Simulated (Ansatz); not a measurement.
We consider SrFCuTe (P4/nmm, No. 129; cell taken from a computed entry), described by r²SCAN+SOC (Ansatz, a program for electronic structure, PAW).

Numerical settings: plane-wave cutoff 560 eV, 8×8×4 k mesh (along the axes of the cell as run), Fermi–Dirac smearing 0.01 eV, PAW data made under PBE.

Cell (relaxed with PBEsol):

```
CELL_PARAMETERS angstrom
      4.19725     0.00000     0.00000
      0.00000     4.19725     0.00000
      0.00000     0.00000     9.06254
ATOMIC_POSITIONS crystal
  Sr 0.00000 0.50000 0.85219
  Sr 0.50000 0.00000 0.14781
  Cu 0.50000 0.50000 0.50000
  Cu 0.00000 0.00000 0.50000
  Te 0.00000 0.50000 0.32544
  Te 0.50000 0.00000 0.67456
  F  0.50000 0.50000 0.00000
  F  0.00000 0.00000 0.00000
```

Q: What does this level give for the band gap?

A: 
- band gap: 1.62 eV (direct)

Note: cell and atoms aren't relaxed at this level (largest force component 0.11 eV/Å, pressure 2.3 GPa).

Static lattice: no zero-point or thermal effects.

Cost on a shared machine: very roughly 10 core-minutes.
